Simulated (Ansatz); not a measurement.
**LiF: state-averaged CASSCF**

Program: Ansatz, Gaussian basis, development build. State-averaged CASSCF with equal weights; occupations are averaged over the states; levels count from the state that is lowest in CASSCF. CASSCF levels without dynamic correlation can be off by over 1 eV. Solutions may break the symmetry of the shape. No proof that the lowest CASSCF solution was found. The average may hold one member of a degenerate pair alone.

Geometry: bond length 3.5972 Å. A bond is stretched, to 1.94 times the sum of the covalent radii.

Basis aug-cc-pVTZ, nonrelativistic, 1 orbital frozen in the corrections; active space CAS(2,2). Averaged: 1 singlet, 1 triplet.

Question: Give the levels in order, with their spins.

Answer: 

| state | CASSCF (eV) |
| --- | --- |
| singlet | 0.000 |
| triplet | 0.254 |

Occupations: 1.19, 0.81.

Same geometry.

Basis aug-cc-pVTZ, nonrelativistic, 1 orbital frozen in the corrections; active space CAS(6,4). Averaged: 3 singlets.

Question: Give the levels in order.

Answer: 

| state | CASSCF (eV) |
| --- | --- |
| singlet | 0.000 |
| singlet | 0.154 |
| singlet | 0.154 |

Occupations: 1.70, 1.67, 1.67, 0.97.

Same geometry.

Basis aug-cc-pVTZ, nonrelativistic, 1 orbital frozen in the corrections; active space CAS(6,4). Averaged: 1 singlet, 1 triplet.

Question: Give the levels in order, with their spins.

Answer: 

```csv
state,CASSCF (eV)
singlet,0.000
triplet,0.257
```

Occupations: 2.00, 2.00, 1.19, 0.81.
